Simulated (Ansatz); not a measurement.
Conformers of `FCC(F)CF`, each relaxed with PBE0-D4/def2-TZVP in Ansatz. CBS adds the triple-zeta coupled-cluster correction to the MP2 limit.

Not all of them had a frequency check.

Conformer A:

Cartesian coordinates in Å:
```
F 1.145 0.608 1.476
C 0.582 1.115 0.322
C 0.108 0.007 -0.581
F 1.194 -0.612 -1.170
C -0.716 -1.023 0.146
F -1.334 -1.854 -0.761
H 1.337 1.713 -0.194
H -0.260 1.754 0.604
H -0.492 0.450 -1.386
H -1.487 -0.531 0.747
H -0.078 -1.627 0.795
```

Conformer B:

```xyz
11

F    -1.002   -1.743    0.126
C    -0.947   -0.591   -0.631
C    -0.294    0.499    0.195
F    -0.390    1.672   -0.530
C     1.146    0.221    0.531
F     1.870   -0.057   -0.607
H    -1.964   -0.295   -0.898
H    -0.367   -0.790   -1.535
H    -0.845    0.630    1.133
H     1.202   -0.642    1.200
H     1.590    1.095    1.016
```

Which is lowest in electronic energy at CCSD(T)/CBS (frozen core, def2 sets), and by how much? (An estimate is asked.)

Computed: B; A lies 1.8 kJ/mol higher. Gaps under about 2 kJ/mol don't settle the order.

Give the energies relative to B (kJ/mol) with PBE-D4/def2-TZVPP, PBE0-D4/def2-TZVPP, B3LYP-D4/def2-TZVPP, ωB97X-V/def2-TZVPP, PBE/def2-TZVPP, r2SCAN/def2-TZVPP, B3LYP/def2-TZVPP. (An estimate is asked.)

Ansatz gave: 
| level | A |
| --- | --- |
| PBE-D4/def2-TZVPP | 0.3 |
| PBE0-D4/def2-TZVPP | 0.7 |
| B3LYP-D4/def2-TZVPP | 1.3 |
| ωB97X-V/def2-TZVPP | 1.3 |
| PBE/def2-TZVPP | 0.1 |
| r2SCAN/def2-TZVPP | 0.7 |
| B3LYP/def2-TZVPP | 1.0 |

B3LYP here is the variant with VWN-RPA as its local correlation; programs differ in this.
